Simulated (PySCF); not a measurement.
Working out the ionisation energy of P

P [Ne] 3s2 3p3 (4S) → P+ [Ne] 3s2 3p2 (3P). Calculation: PySCF 2.14, in def2-SVP; no relativity, point nucleus. Frozen: [Ne]. Energies in hartree (1 hartree = 27.21139 eV):

```tsv
part	P (lower)	P+ (upper)
UHF	-340.597445	-340.232195
CCSD correlation	-0.078458	-0.069804
(T)	-0.001022	-0.000953
```

Task: What does Hartree-Fock give?

Result: (-340.232195) − (-340.597445) = 0.365250 hartree = 9.939 eV.

Task: What do CCSD and CCSD(T) give?

Result: The CCSD correlation energies differ by 0.008654 hartree = 0.235 eV and the triples by 0.000069 hartree = 0.002 eV, so CCSD gives 10.174 eV and CCSD(T) 10.176 eV.

Measured between the centres of the two terms (NIST): 10.526 eV, so CCSD(T) (valence) is off by -0.350 eV.

A double-zeta basis recovers only part of the correlation energy.

What remains against the reference includes basis incompleteness, the frozen core and higher excitations.
